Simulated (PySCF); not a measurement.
# H2S: bend–stretch map

Level of theory: PBE in PySCF with S def2-TZVP, H def2-TZVP; no relativity; density-fitted integrals.

Rigid scan from the singlet minimum (S–H 1.352 Å (×2); H–S–H 91.8°). Coordinate: rows scale both bonds, columns set the H–S–H angle. Energies in kJ/mol from the minimum.

Rows run from the largest first scale (top) to the smallest, columns from the smallest angle to the largest. Lower edges of the bins (kJ/mol): '_' 0.2, '.' 2.2, ':' 5.3, '-' 10.2, '=' 18.1, '+' 30.5, '*' 50.1, '#' 81.3, '%' 130.7, '@' 209.0; top 333, each point printed twice.
```
++++##%%@@@@@@
--==**##%%@@@@
..--**##%%@@@@
__--++##%%@@@@
..--**##%%@@@@
====**##%%@@@@
```

(1) Give the energies on the grid of the scan.

## Answers

(1) 
```
scale \ angle  90  105  120  135  150  165  180
         0.94  19   28   66  126  198  261  287
         0.97   5   15   53  113  186  252  279
         1.00   0   11   49  110  183  251  281
         1.03   4   15   53  113  187  258  290
         1.06  14   26   63  123  197  271  305
         1.10  35   47   84  142  217  294  333
```

The bond scale of lowest energy on the grid is 1.00 at 90°, 1.00 at 105°, 1.00 at 120°, 1.00 at 135°, 1.00 at 150°, 1.00 at 165°, 0.97 at 180°.

Other isomers or separated fragments may lie lower.
